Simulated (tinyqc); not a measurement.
Worked calculation: UKS/LDA (PW92) in the sto-3g basis, for LiH+, spin multiplicity 2. One step of it, computed by the program tinyqc.

Task: Iteration 2: building the Kohn-Sham matrix. J_ij = sum D_kl (ij|kl) with D = D(alpha) + D(beta); F = H + J + V_xc; E = tr D H + tr D J / 2 + E_xc + E_nn.

D(alpha) after iteration 1, lower triangle:
```
            1Li 1s    1Li 2s   1Li 2px   1Li 2py   1Li 2pz     2H 1s
1Li 1s    1.006095
1Li 2s   -0.022810  0.101393
1Li 2px   0.000000  0.000000  0.000000
1Li 2py   0.000000  0.000000  0.000000  0.000000
1Li 2pz  -0.029505  0.090891  0.000000  0.000000  0.081558
2H 1s    -0.077923  0.224431  0.000000  0.000000  0.201434  0.497528
```

D(beta) after iteration 1, lower triangle:
```
            1Li 1s     1Li 2s   1Li 2px   1Li 2py    1Li 2pz     2H 1s
1Li 1s    0.988064
1Li 2s    0.023922   0.000579
1Li 2px   0.000000   0.000000  0.000000
1Li 2py   0.000000   0.000000  0.000000  0.000000
1Li 2pz   0.002982   0.000072  0.000000  0.000000   0.000009
2H 1s    -0.002094  -0.000051  0.000000  0.000000  -0.000006  0.000004
```

core Hamiltonian H = T + V (hartree), lower triangle:
```
            1Li 1s     1Li 2s    1Li 2px    1Li 2py    1Li 2pz      2H 1s
1Li 1s   -4.688775
1Li 2s   -1.052745  -1.367029
1Li 2px   0.000000   0.000000  -1.111877
1Li 2py   0.000000   0.000000   0.000000  -1.111877
1Li 2pz  -0.011765  -0.106432   0.000000   0.000000  -1.195986
2H 1s    -0.165660  -0.537916   0.000000   0.000000  -0.697972  -1.314009
```

Two-electron integrals (ij|kl) in chemists' order, unique and non-zero (hartree):
```
(11|11) 1.680395   (21|11) 0.265420   (21|21) 0.049941   (22|11) 0.397727
(22|21) 0.092860   (22|22) 0.290562   (31|31) 0.008981   (32|31) 0.013788
(32|32) 0.064184   (33|11) 0.396640   (33|21) 0.092880   (33|22) 0.290497
(33|33) 0.312946   (41|41) 0.008981   (42|41) 0.013788   (42|42) 0.064184
(43|43) 0.016869   (44|11) 0.396640   (44|21) 0.092880   (44|22) 0.290497
(44|33) 0.279207   (44|44) 0.312946   (51|51) 0.008981   (52|51) 0.013788
(52|52) 0.064184   (53|53) 0.016869   (54|54) 0.016869   (55|11) 0.396640
(55|21) 0.092880   (55|22) 0.290497   (55|33) 0.279207   (55|44) 0.279207
(55|55) 0.312946   (61|11) 0.039139   (61|21) 0.007414   (61|22) 0.014093
(61|33) 0.013929   (61|44) 0.013929   (61|51) 0.000901   (61|52) 0.001759
(61|55) 0.014428   (61|61) 0.001208   (62|11) 0.112073   (62|21) 0.026579
(62|22) 0.090561   (62|33) 0.085598   (62|44) 0.085598   (62|51) 0.004241
(62|52) 0.027758   (62|55) 0.100400   (62|61) 0.004744   (62|62) 0.050093
(63|31) 0.001903   (63|32) 0.009411   (63|53) 0.004046   (63|63) 0.003175
(64|41) 0.001903   (64|42) 0.009411   (64|54) 0.004046   (64|64) 0.003175
(65|11) 0.145060   (65|21) 0.034702   (65|22) 0.122243   (65|33) 0.113855
(65|44) 0.113855   (65|51) 0.006544   (65|52) 0.042647   (65|55) 0.138892
(65|61) 0.006389   (65|62) 0.073416   (65|65) 0.108695   (66|11) 0.282363
(66|21) 0.067977   (66|22) 0.255842   (66|33) 0.233466   (66|44) 0.233466
(66|51) 0.011516   (66|52) 0.095731   (66|55) 0.300440   (66|61) 0.012481
(66|62) 0.180603   (66|65) 0.273709   (66|66) 0.774606
```

nuclear repulsion = 0.84804040 hartree

V_xc(alpha) (hartree), lower triangle:
```
            1Li 1s     1Li 2s    1Li 2px    1Li 2py    1Li 2pz      2H 1s
1Li 1s   -1.038999
1Li 2s   -0.136187  -0.142941
1Li 2px   0.000000   0.000000  -0.129094
1Li 2py   0.000000   0.000000   0.000000  -0.129094
1Li 2pz  -0.003738  -0.060909   0.000000   0.000000  -0.166971
2H 1s    -0.020895  -0.099130   0.000000   0.000000  -0.147825  -0.425698
```

V_xc(beta) (hartree), lower triangle:
```
            1Li 1s     1Li 2s    1Li 2px    1Li 2py    1Li 2pz      2H 1s
1Li 1s   -1.035157
1Li 2s   -0.133839  -0.115172
1Li 2px   0.000000   0.000000  -0.109542
1Li 2py   0.000000   0.000000   0.000000  -0.109542
1Li 2pz  -0.001546  -0.031352   0.000000   0.000000  -0.123136
2H 1s    -0.019888  -0.054624   0.000000   0.000000  -0.076605  -0.188186
```

E_xc = sum of w rho eps_xc = -1.83979935 hartree

Give: Coulomb J; F(alpha); F(beta); total energy of this density.

Result:

Coulomb J (hartree), lower triangle:
```
         1Li 1s  1Li 2s  1Li 2px  1Li 2py  1Li 2pz   2H 1s
1Li 1s   3.6674
1Li 2s   0.6050  1.0616
1Li 2px  0.0000  0.0000   1.0418
1Li 2py  0.0000  0.0000   0.0000   1.0418
1Li 2pz  0.0122  0.0879   0.0000   0.0000   1.0945
2H 1s    0.0917  0.3870   0.0000   0.0000   0.5324  1.2053
```

F(alpha) (hartree), lower triangle:
```
          1Li 1s   1Li 2s  1Li 2px  1Li 2py  1Li 2pz    2H 1s
1Li 1s   -2.0603
1Li 2s   -0.5839  -0.4484
1Li 2px   0.0000   0.0000  -0.1992
1Li 2py   0.0000   0.0000   0.0000  -0.1992
1Li 2pz  -0.0033  -0.0794   0.0000   0.0000  -0.2685
2H 1s    -0.0949  -0.2501   0.0000   0.0000  -0.3134  -0.5344
```

F(beta) (hartree), lower triangle:
```
          1Li 1s   1Li 2s  1Li 2px  1Li 2py  1Li 2pz    2H 1s
1Li 1s   -2.0565
1Li 2s   -0.5816  -0.4206
1Li 2px   0.0000   0.0000  -0.1796
1Li 2py   0.0000   0.0000   0.0000  -0.1796
1Li 2pz  -0.0012  -0.0499   0.0000   0.0000  -0.2246
2H 1s    -0.0939  -0.2056   0.0000   0.0000  -0.2421  -0.2969
```

total energy of this density = -7.499367 hartree
